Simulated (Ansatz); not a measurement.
`C=C1C=C1C` + H₂O → CH₃OH + `C=C1C=C1`  (formal hydrolysis of a C–C bond)

Computed with Ansatz on PBE0-D4/def2-TZVP structures; ΔE is electronic, products minus reactants. CBS: MP2 limit from def2 TZ/QZ plus the TZ coupled-cluster correction, frozen cores. This one scheme is used for every species. Functionals use def2-TZVPP.

`C=C1C=C1C`:

Cartesian coordinates in Å:
```
C -1.082 -1.677 0.764
C -0.543 -0.470 0.647
C -0.277 0.857 1.108
C 0.230 0.509 -0.057
C 1.018 0.834 -1.249
H -1.667 -1.944 1.635
H -0.947 -2.422 -0.009
H -0.397 1.615 1.865
H 0.407 0.702 -2.146
H 1.397 1.856 -1.221
H 1.860 0.142 -1.337
```

H₂O:

Z-matrix (Å, degrees):
```
O
H 1 0.960
H 1 0.960 2 105.1
```

CH₃OH:

Cartesian coordinates in Å:
```
C -0.062 -0.266 0.228
O 0.681 0.741 -0.419
H 0.601 -0.735 0.956
H -0.408 -1.042 -0.466
H -0.929 0.135 0.767
H 0.117 1.168 -1.066
```

`C=C1C=C1`:

Cartesian coordinates in Å:
```
C -1.350 0.221 0.535
C -0.133 0.022 0.053
C 1.270 -0.229 0.200
C 0.804 -0.111 -1.023
H -2.189 0.387 -0.127
H -1.530 0.220 1.602
H 2.120 -0.397 0.841
H 1.007 -0.115 -2.081
```

Is it downhill or uphill in electronic energy at CCSD(T)/CBS, and by how much? (Estimate.)

Ansatz gave: Uphill: ΔE = +87.8 kJ/mol.

What do these levels give: PBE0-D4, CAM-B3LYP-D4, r2SCAN0, BHLYP, RPA@PBE/def2-TZVPP, SCS-MP2/def2-TZVPP? (Best estimate.)

Computed: PBE0-D4 88.4, CAM-B3LYP-D4 81.3, r2SCAN0 86.7, BHLYP 78.5, RPA@PBE/def2-TZVPP 76.3, SCS-MP2/def2-TZVPP 85.1 kJ/mol.

Largest T1 diagnostic among the species: 0.013.

From BLYP to BHLYP (50 % exact exchange), in def2-TZVPP and without D4, ΔE moves by +3.1 kJ/mol. At CCSD(T), def2-SVP lies −11.3 kJ/mol from the extrapolated value and def2-TZVPP −3.3 kJ/mol. In def2-TZVPP, CCSD(T) changes the Hartree–Fock value by +11.7 kJ/mol (the triples alone add +1.5 kJ/mol) and MP2 by +20.4 kJ/mol.
